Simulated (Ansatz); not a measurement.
Stepwise reaction of `Cl[Si]Cl` with water, as a gas-phase model of exchange steps in deposition or etching. ΔE in kJ/mol; ΔG adds harmonic PBE0-D4 terms to CCSD(T)/CBS, at 1 bar.

Isolated molecules relaxed with PBE0-D4/def2-TZVP in Ansatz; ΔE leaves out vibrations. CBS: MP2 limit from def2 TZ/QZ plus the TZ coupled-cluster correction, frozen cores. This one scheme is used for every species. Functionals use def2-TZVPP. B3LYP here is the variant with VWN-RPA as its local correlation; programs differ in this. One conformer a species, not always the lowest.

```
step                            reaction  PBE-D4  B3LYP-D4  ωB97M-V  CCSD(T)/CBS  ΔG(600 K)
   1  `Cl[Si]Cl` + H₂O → `O[Si]Cl` + HCl   -10.2     -17.4    -19.1        -15.2      -19.2
   2    `O[Si]Cl` + H₂O → `O[Si]O` + HCl     3.1      -2.9     -3.8         -3.4       -3.2
```

**Question.** By hand: ΔE of the 2 steps together at CCSD(T)/CBS.

**Answer.** (-15.2) + (-3.4) = -18.6 kJ/mol, or -9.3 kJ/mol a step.

In ΔE each step is higher than the one before. ΔG lies between -19.2 and -3.2 kJ/mol a step. PBE-D4 differs from CCSD(T)/CBS by 5.0 to 6.5 kJ/mol a step. Isolated molecules leave out the surface, adducts and barriers. Largest T1 diagnostic: 0.015.
